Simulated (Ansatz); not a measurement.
Chalcopyrite CuGaSe2, treated with B3LYP (VWN-RPA form) in Ansatz (PAW).

Numerical settings: plane-wave cutoff 460 eV, 6×6×6 k mesh, Fermi–Dirac smearing 0.01 eV, no spin polarisation, scalar-relativistic PAW data made under PBE.

Cell (measured lattice):

```yaml
crystal:
  lattice:
    - [2.80955, -2.80955, 5.51300]
    - [-2.80955, 2.80955, 5.51300]
    - [-2.80955, -2.80955, -5.51300]
  atoms:
    - { symbol: Ga, position: [0.50000, 0.50000, 0.00000] }
    - { symbol: Ga, position: [0.25000, 0.75000, 0.50000] }
    - { symbol: Cu, position: [0.00000, 0.00000, 0.00000] }
    - { symbol: Cu, position: [0.75000, 0.25000, 0.50000] }
    - { symbol: Se, position: [0.87500, 0.87438, 0.49938] }
    - { symbol: Se, position: [0.12562, 0.62500, 0.00062] }
    - { symbol: Se, position: [0.37500, 0.37562, 0.50062] }
    - { symbol: Se, position: [0.62438, 0.12500, 0.99938] }
```

Q: Predict the band gap.

A: 
- band gap: 1.62 eV (on the SCF k mesh) (direct)

Measured, for comparison: band gap 1.67 eV (temperature not stated, not corrected to a static lattice, direct or pseudo-direct at Γ; as tabulated in Ghosh et al. (2024), arXiv:2401.16805).

Note: cell and atoms aren't relaxed at this level (largest force component 0.02 eV/Å, pressure 4.6 GPa).

Spin–orbit coupling is not included.

The computed numbers hold no vibrational or temperature effects.

It cost about 30 core-minutes (a rough figure) of CPU time.

Ansatz is a quantum-chemistry and plane-wave program.
